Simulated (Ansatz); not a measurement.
Born–Oppenheimer molecular dynamics of CH7AlO (10 atoms, charge 0, multiplicity 1). It starts at the highest image of a converged band. Of that band: Beside the main top the profile has a ripple of under 15 meV (maxima at images 1, 4), which may be a very shallow well or noise. A structure lower than the last end lies on the path between it and the top, so the climb from that side starts below the end, which may itself be a saddle point or a shallow side well. Neighbouring images differ by up to 1.4 eV, so the band resolves the path poorly. A vibrational analysis at the climbing image gives one clearly imaginary mode, 1282i cm⁻¹: a first-order saddle point.

Computed with RKS PBE-D4/6-31G* (Ansatz 0.2.0).

| Quantity | Value |
| --- | --- |
| ensemble | NVE (velocity Verlet) |
| time step | 0.5 fs |
| steps asked | 200 |
| starting velocities drawn for | 100 K |
| seed | 11028 |

First frame:

```xyz
10
Properties=species:S:1:pos:R:3
Al -0.085 -0.490 0.165
C -0.028 -0.096 2.248
H -0.623 -0.537 3.067
H 1.012 0.031 2.590
H -0.481 0.903 2.080
H 1.347 -0.346 -0.510
O -1.586 0.154 -0.418
H -1.835 -0.028 -1.341
H -0.220 -2.157 0.757
H -0.171 -1.426 1.556
```

(1) How far do the bonds stretch over the last three quarters of this one trajectory? (Pairs bonded in most of those frames.)

## Answers

(1) 
```
  bond  mean (Å)  spread (Å)  shortest  longest
Al1–H6     1.603       0.023      1.57     1.66
Al1–O7     1.750       0.029      1.70     1.79
Al1–H9     1.616       0.041      1.55     1.68
 C2–H3     1.104       0.024      1.05     1.16
 C2–H4     1.101       0.019      1.06     1.14
 C2–H5     1.105       0.025      1.06     1.15
C2–H10     1.119       0.073      1.01     1.24
 O7–H8     0.979       0.011      0.96     1.00
```

Mean temperature of the second half: 1189 K. The conserved energy stayed within 0.3 meV per atom of its start (net change -0.05 meV per atom), so the integration is sound. The kinetic energy rose, since the run started high on the potential surface and went downhill. It ends in pieces (AlH3O + CH4), so much of that is their flight and rotation, not heat. A run of 0.1 ps of so small a system gives no equilibrium averages. The orbitals stay closed-shell, which can raise the energy where a bond breaks towards radicals; this wasn't checked here.

Run time: 6.3 min on 1 thread of Arm Neoverse V1, on a shared host, peak memory 0.12 GiB.
